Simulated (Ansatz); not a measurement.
A relaxed structure of GaP. Space group F-43m (No. 216), zinc blende type. Method: PBEsol (plane waves to 420 eV, PAW, scalar-relativistic; Ansatz, a first-principles code).

```xyz
2
Lattice="0.0000 2.7195 2.7195 2.7195 0.0000 2.7195 2.7195 2.7195 0.0000" Properties=species:S:1:pos:R:3 pbc="T T T"
P      4.0792     4.0792     4.0792
Ga     0.0000     0.0000     0.0000
```

```yaml
volume_per_atom: 20.11 Å³
density: 4.16 g/cm³
band_gap: 1.45 eV, indirect (valence top at Γ, conduction bottom at 87 % of the way from Γ to X) (no spin-orbit coupling)
smallest_direct_gap: 1.80 eV at Γ
shortest_distances: Ga–P 2.36 Å
k-mesh: 11×11×11
```

No spin polarisation in the result.

Measured for GaP: a 5.439 Å (static lattice; corrected from measurement; as listed in Daniel Mejia-Rodriguez, S. B. Trickey, Phys. Rev. B (2018)); gap 2.43 eV (static lattice; corrected from measurement; as listed in Wei Chen et al., Physical Review Materials (2018)). Computed minus measured — a: PBEsol 0.0 %; gap: PBEsol -0.98 eV. The computed values are for a static lattice, and a measured gap can be an optical one, lowered by exciton binding.

The run could not lose the symmetry of its start; a randomly shaken copy of 2 atoms returns to this structure.

All atoms sit on sites fixed by symmetry, so only the cell could relax.
